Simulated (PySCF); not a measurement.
Molecule: SMILES FOF, F₂O.

Geometry (Å), atoms numbered from 1 in this order:
```xyz
3

F    -1.0932    0.2571    0.0000
O     0.2641    0.5005    0.0000
F     0.8292   -0.7576    0.0000
```

Spin–spin couplings on one PBE0-D3(BJ)/def2-SVP geometry, PySCF, gas phase, non-relativistic, equivalent pairs averaged; isotopes 17O, 19F; basis pcJ-1.

Reference values (Hz): 1J(O2,F1) = -300.0 (measured; Faber and Sauer, Theor. Chem. Acc. 2018, 137, 35).

**Question.** How do the couplings (Hz) change with the functional? Times are CPU seconds on shared hosts with different chips, so compare them loosely; the GGAs took longer than the global hybrids here, which isn't the general rule, and the cause wasn't traced.

**Answer.** 
| functional | functions | 1J(O2,F1) | abs. error | core-s |
| --- | --- | --- | --- | --- |
| LDA | 81 | -173.4 | 126.6 | 1.8 |
| PBE | 81 | -180.3 | 119.7 | 2.6 |
| KT2 | 81 | -257.9 | 42.1 | 2.9 |
| B3LYP | 81 | -241.0 | 59.0 | 1.7 |
| PBE0 | 81 | -263.8 | 36.2 | 2.4 |
| B97-2 | 81 | -218.9 | 81.1 | 2.4 |
| BHandHLYP | 81 | -343.1 | 43.1 | 1.8 |
| CAM-B3LYP | 81 | -270.0 | 30.0 | 2.1 |

Errors compare magnitudes, without vibrational corrections. Closest: CAM-B3LYP; furthest: LDA. Left out for a near triplet instability: HF/pcJ-1.
